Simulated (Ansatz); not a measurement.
C4H7NO (`CCOCC#N`), relaxed with RKS PBE0-D4/def2-TZVP in Ansatz 0.2.0 from a GFN2-xTB geometry. The force threshold is 0.005 eV/Å; the program also tests the step.

Total charge 0; spin multiplicity 1.

Start:

```xyz
13

C    -1.450   -0.228   -0.399
C    -0.200   -1.101   -0.415
O     1.005   -0.393   -0.621
C     1.439    0.399    0.458
C     0.777    1.689    0.561
N     0.267    2.709    0.640
H    -1.467    0.423    0.472
H    -2.333   -0.862   -0.375
H    -1.483    0.390   -1.293
H    -0.243   -1.798   -1.256
H    -0.135   -1.681    0.520
H     1.316   -0.133    1.418
H     2.507    0.584    0.288
```

(1) How much energy does the relaxation release, and in how many steps? (Estimate.)

(2) Which bonds change most? (Best estimate.)

(3) Give the relaxed structure. (Estimate.)

Results:

(1) The calculation gave: 2.13 kJ/mol, in 6 steps.

(2) Ansatz gave: C4–C5 from 1.454 to 1.471 Å; O3–C4 from 1.407 to 1.392 Å; C1–C2 from 1.525 to 1.513 Å; C2–O3 from 1.413 to 1.420 Å.

(3) Ansatz gave: 
```xyz
13

C    -1.465   -0.252   -0.409
C    -0.203   -1.087   -0.420
O     0.988   -0.346   -0.638
C     1.437    0.394    0.451
C     0.814    1.721    0.575
N     0.348    2.766    0.678
H    -1.510    0.425    0.445
H    -2.334   -0.912   -0.357
H    -1.539    0.344   -1.321
H    -0.232   -1.805   -1.241
H    -0.107   -1.657    0.516
H     1.291   -0.141    1.400
H     2.512    0.550    0.321
```
